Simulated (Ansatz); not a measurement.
C axis length (Å) of solids drawn from the class of tetrahedrally bonded semiconductors and semimetals, at two levels: PBE (plane waves, PAW; Ansatz, a program for electronic structure), and r²SCAN+rVV10 (Ansatz, PAW).

```tsv
solid	PBE	r²SCAN+rVV10
wurtzite BN (high-pressure phase)	4.224	4.205
wurtzite AlN	5.019	4.972
wurtzite CdSe	7.154	7.044
2H-SiC	5.074	5.044
wurtzite ZnO	5.293	5.196
wurtzite CdS	6.830	6.736
wurtzite GaN	5.243	?
```

Estimate the withheld r²SCAN+rVV10 value from the other rows.

One way: carry over the typical ratio. The ratios r²SCAN+rVV10 / PBE of the other rows, in order: 0.9817, 0.9846, 0.9862, 0.9906, 0.9941, 0.9955; median 0.98840. Wurtzite GaN: 5.243 × 0.98840 = 5.182 Å; the run gives 5.173 Å. The ratios spread from 0.9817 to 0.9955, so such an estimate is rough.

Of 7 rows, r²SCAN+rVV10 is the larger in 0 and the smaller in 7.

Ansatz's runs of these crystals have no spin polarisation.

Ansatz's density-functional and Hartree–Fock values are scalar-relativistic unless marked +SOC, with PAW data made under PBE.
